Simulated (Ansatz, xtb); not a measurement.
Ranking isomers of CH2NaS

3 gas-phase structures of CH2NaS, found in a search over its isomers (lower ones may exist). Each was relaxed with GFN2-xTB:

A. `[CH2][S][Na]`, a doublet
B. a doublet given by its coordinates
C. `[Na][CH]S`, a doublet

B (Å):

```xyz
5

C    -1.0573   -3.7150    2.2907
Na   -2.9694   -2.4346    2.7427
S     0.0274   -2.6976    1.4149
H    -0.4416   -4.3370    2.9583
H     1.2620   -3.1192    1.7454
```

Close contacts (Å): C1–Na2 2.35, C1–S3 1.73, Na2–S3 3.29, C1–H4 1.10, S3–H5 1.35.

Task: Which do you expect lowest at r2SCAN-D4/def2-SVP, and how would the others follow?

Result: Calculated order at r2SCAN-D4/def2-SVP: A (0.000), B (1.628), C (1.648) eV. Less than 1 kcal/mol parts B and C, so the order within that pair means little.

Energies above the lowest of each column, in eV; the last columns are at PBE-D3(BJ)/def2-SVP geometries:

```tsv
structure	GFN2-xTB	HF/STO-3G	r2SCAN-D4/def2-SVP	PBE-D3(BJ)/def2-SVP	CCSD(T)/def2-TZVP
A	0.000	0.000	0.000	0.000	0.000
B	1.907	1.103	1.628	1.599	1.468
C	1.795	1.236	1.648	1.574	1.466
```

Every level run on A puts it lowest or level with the lowest. CCSD(T)/def2-TZVP orders those it was run on as A (0.000), C (1.466), B (1.468) eV. Less than 1 kcal/mol parts C and B, so the order within that pair means little. Flexible structures stand in one conformer each, not always the lowest. Open shells are spin-unrestricted.

Programs: Ansatz 0.2.0, xtb 6.7.1.
